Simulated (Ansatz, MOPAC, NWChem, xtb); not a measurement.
**BF (SMILES [B]F): the harmonic wavenumber, rung by rung**

BF, singlet, SMILES `[B]F`. Each level relaxes the structure for itself.

Each level gives the harmonic wavenumber (cm⁻¹). The values are calculated.

```tsv
level	kind	program	value (cm⁻¹)
AM1	semi-empirical	MOPAC	1920
GFN2-xTB	semi-empirical	xtb	1570
PM3	semi-empirical	MOPAC	1507
PM6	semi-empirical	MOPAC	1257
PBE/def2-SVP	GGA	NWChem	1373
B3LYP/6-31G* (spherical functions)	global hybrid	NWChem	1398
PBE0-D4/def2-TZVP	global hybrid	Ansatz	1424
MP2/x2c-SVPall (sfX2C)	perturbation theory	Ansatz	1440
MP2/x2c-TZVPall (sfX2C)	perturbation theory	Ansatz	1417
```

Harmonic and unscaled. The values span 1257 to 1920 cm⁻¹.
